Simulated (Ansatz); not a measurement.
Chalcopyrite CdGeAs2, treated with r²SCAN in Ansatz (PAW).

Settings: plane-wave cutoff 500 eV, 10×10×10 k mesh, Fermi–Dirac smearing 0.05 eV, scalar-relativistic PAW data made under PBE.

Computed at the level's own relaxed cell.

Problem. Estimate the equilibrium volume per atom, lattice parameter a, c axis length and band gap that the calculation returns.

Solution. 
- equilibrium volume per atom = 25.26 Å³/atom
- lattice parameter a = 5.984 Å
- c axis length = 11.288 Å
- band gap = 0.10 eV (under three smearing widths, so not firm)

Measured, for comparison: band gap 0.57 eV (temperature not stated, not corrected to a static lattice, direct; as tabulated in Rashkeev et al. (1999), arXiv:cond-mat/9809378); lattice constant a 5.943 Å, lattice parameter c 11.216 Å (298 K, not corrected to a static lattice; as tabulated in Abstract on Scilit: Piezoelectric nonlinear optic CuGaSe2 and CdGeAs2: Crystal …). Computed (rounded) less measured: lattice constant a +0.7 %, lattice parameter c +0.6 %.

Spin–orbit coupling is not included.

Cost on a shared machine: about 12 core-minutes (a rough figure).

Ansatz is a program for electronic structure.
